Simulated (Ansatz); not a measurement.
# CH4BN (SMILES B1CN1): functionals against CCSD(T) at one geometry

The atoms stand at a structure displaced at random from a GFN2-xTB minimum. How far do the functionals agree with CCSD(T) there?

Method: single points in def2-TZVPP; program: Ansatz 0.2.0, Gaussian basis.

Cores are frozen in the correlated methods.

## Step 1: Starting geometry

7 atoms, charge 0, spin multiplicity 1.

Atoms are counted from 1 here; the program's logs count them from 0.

Bond lengths: B1–C2 1.608 Å, B1–N3 1.439 Å, B1–H4 1.214 Å, C2–N3 1.534 Å, C2–H5 1.156 Å, C2–H6 1.174 Å, N3–H7 0.999 Å. Angles: C2–B1–N3 60.1°, C2–B1–H4 153.4°, N3–B1–H4 146.4°, B1–C2–N3 54.4°, B1–C2–H5 122.8°, B1–C2–H6 120.8°, N3–C2–H5 116.9°, N3–C2–H6 113.4°, H5–C2–H6 113.7°, B1–N3–C2 65.4°, B1–N3–H7 155.1°, C2–N3–H7 139.5°.

Coordinates:

```csv
atom,x (Å),y (Å),z (Å)
B1,-0.8529,-0.4027,-0.3568
C2,0.1667,0.7299,0.1578
N3,0.4768,-0.7688,0.0526
H4,-1.9106,-0.7836,-0.8163
H5,0.7348,1.4332,-0.5618
H6,0.1230,1.1215,1.2642
H7,1.2329,-1.4016,0.2156
```

## Step 2: CCSD(T)/def2-TZVPP

File run/in.yaml:

```yaml
crystal:
  periodic: [false, false, false]
  atoms:
    - {symbol: B, position_ang: [-0.852900, -0.402700, -0.356800]}
    - {symbol: C, position_ang: [0.166700, 0.729900, 0.157800]}
    - {symbol: N, position_ang: [0.476800, -0.768800, 0.052600]}
    - {symbol: H, position_ang: [-1.910600, -0.783600, -0.816300]}
    - {symbol: H, position_ang: [0.734800, 1.433200, -0.561800]}
    - {symbol: H, position_ang: [0.123000, 1.121500, 1.264200]}
    - {symbol: H, position_ang: [1.232900, -1.401600, 0.215600]}
basis:
  gaussian: {orbitals: def2-TZVPP}
correlation: {method: ccsd_t}
output: {forces: true}
```

The command line of these runs was not kept.

## Step 3: PBE0-D4/def2-TZVPP

run/in.yaml: that of step 2 with these lines changed.

```diff
@@ -12,3 +12,3 @@
   gaussian: {orbitals: def2-TZVPP}
-correlation: {method: ccsd_t}
-output: {forces: true}
+hamiltonian: {xc: pbe0, dispersion: d4}
+output: {forces: true, orbitals: {seedname: orbitals}}
```

## Step 4: wB97M-V/def2-TZVPP

run/in.yaml: that of step 3 with these lines changed.

```diff
@@ -12,3 +12,3 @@
   gaussian: {orbitals: def2-TZVPP}
-hamiltonian: {xc: pbe0, dispersion: d4}
-output: {forces: true, orbitals: {seedname: orbitals}}
+hamiltonian: {xc: {name: wB97M-V}}
+output: {forces: true}
```

## Step 5: r2SCAN-D4/def2-TZVPP

run/in.yaml: that of step 4 with these lines changed.

```diff
@@ -12,3 +12,3 @@
   gaussian: {orbitals: def2-TZVPP}
-hamiltonian: {xc: {name: wB97M-V}}
+hamiltonian: {xc: r2scan, dispersion: d4}
 output: {forces: true}
```

## Step 6: PBE-D4/def2-TZVPP

run/in.yaml: that of step 5 with these lines changed.

```diff
@@ -12,3 +12,3 @@
   gaussian: {orbitals: def2-TZVPP}
-hamiltonian: {xc: r2scan, dispersion: d4}
+hamiltonian: {xc: pbe, dispersion: d4}
 output: {forces: true}
```

## Step 7: LC-wPBE/def2-TZVPP

run/in.yaml: that of step 6 with these lines changed.

```diff
@@ -12,3 +12,3 @@
   gaussian: {orbitals: def2-TZVPP}
-hamiltonian: {xc: pbe, dispersion: d4}
+hamiltonian: {xc: {name: LC-wPBE}}
 output: {forces: true}
```

## Step 8: r2SCANh-D4/def2-TZVPP

run/in.yaml: that of step 7 with these lines changed.

```diff
@@ -12,3 +12,3 @@
   gaussian: {orbitals: def2-TZVPP}
-hamiltonian: {xc: {name: LC-wPBE}}
+hamiltonian: {xc: {name: r2SCANh}, dispersion: d4}
 output: {forces: true}
```

(Steps that only read results are left out.)

**Question.** What will these runs give? Wanted: energy less free atoms, CCSD(T)/def2-TZVPP; RMS force component; RMS force error; HOMO and LUMO, PBE0-D4; T1 diagnostic.

As calculated:

| quantity | value |
| --- | --- |
| energy less free atoms, CCSD(T)/def2-TZVPP | -2490.8 kJ/mol |
| RMS force component | 1.316 to 1.530 eV/Å over the methods |
| RMS force error | PBE0-D4 0.252, wB97M-V 0.166, r2SCAN-D4 0.164, PBE-D4 0.188, LC-wPBE 0.331, r2SCANh-D4 0.203 eV/Å |
| HOMO and LUMO, PBE0-D4 | -7.43 and -0.18 eV |
| T1 diagnostic | 0.016 |

**Reading.** Against CCSD(T) the functionals' energies less atoms differ by -174.8 to -72.1 kJ/mol, PBE-D4 by -174.8 kJ/mol. The reference is not at the basis limit: in triple zeta CCSD(T) underbinds, which counts against methods that bind more; the gaps are no ranking. For forces r2SCAN-D4 does best and LC-wPBE worst. Frozen-core CCSD(T) forces in triple zeta carry basis errors of their own, and this is one geometry, so small gaps rank nothing.
